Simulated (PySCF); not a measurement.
Input of a run (PBE0-D3(BJ)/def2-TZVP geometry optimisation, gas phase (PySCF 2.14.0)), started from GFN2-xTB:
```
{"job": {"xc": "PBE0", "basis": "def2-TZVP", "d3": "d3bj", "grid": 2, "shake": 0.01, "kind": "geom"}, "charge": 0, "multiplicity": 1}
C      2.165840     0.039460    -0.064510
C      0.658040     0.090370    -0.048420
N     -0.079080     1.089020    -0.331880
C     -1.409070     0.702640    -0.178360
C     -1.367740    -0.793470     0.249430
O      0.027400    -1.052740     0.303710
H      2.529300    -0.190850     0.921470
H      2.499880    -0.693550    -0.770440
H      2.518410     1.042370    -0.351600
H     -1.965160     0.835600    -1.115160
H     -1.929490     1.330900     0.584220
H     -1.782600    -0.960960     1.258910
H     -1.859920    -1.455670    -0.467700
```

Output (energies in Eh, forces in Eh/bohr):
```
step   0  E = -286.38774746  max force = 0.045552
step   1  E = -286.39192487  max force = 0.007627
step   2  E = -286.39212677  max force = 0.003485
step   3  E = -286.39216992  max force = 0.001318
step   4  E = -286.39219622  max force = 0.000617
step   5  E = -286.39221738  max force = 0.000983
step   6  E = -286.39224715  max force = 0.002201
step   7  E = -286.39227077  max force = 0.002002
step   8  E = -286.39228172  max force = 0.000843
step   9  E = -286.39228347  max force = 0.000109
optimisation converged
```

Summarise the run.

The energy falls by 0.123 eV over 10 energy and gradient evaluations, the largest force component goes from 0.0456 to 1.1e-04 Eh/bohr, and the atoms move by 0.039 Å rms after alignment. The bond that changes most is N3–C4 (C=N nitrogen to sp3 carbon bound to nitrogen), which lengthens by 0.064 Å. Bonds longer at the end by more than 0.005 Å: 4 of 13; shorter: 6. Among the angles that change most is H7–C1–H8, from 110.6° to 107.4°. The energy never rose by more than 1e-6 Eh on the way. The first step brought 92 % of the lowering.

What are the final bond lengths?

C1–C2 1.480 Å, C2=N3 1.265 Å, N3–C4 1.458 Å, C4–C5 1.539 Å, C5–O6 1.435 Å, C2–O6 1.357 Å, C1–H7 1.092 Å, C1–H8 1.092 Å, C1–H9 1.087 Å, C4–H10 1.093 Å, C4–H11 1.094 Å, C5–H12 1.091 Å, C5–H13 1.092 Å. Numbering counts from 1 in the input's order; the species is 2-methyl-2-oxazoline, `CC1=NCCO1`.

The run used 228 basis functions and 70 SCF cycles in all.

PBE0-D3(BJ)/def2-TZVP frequencies: not computed here.
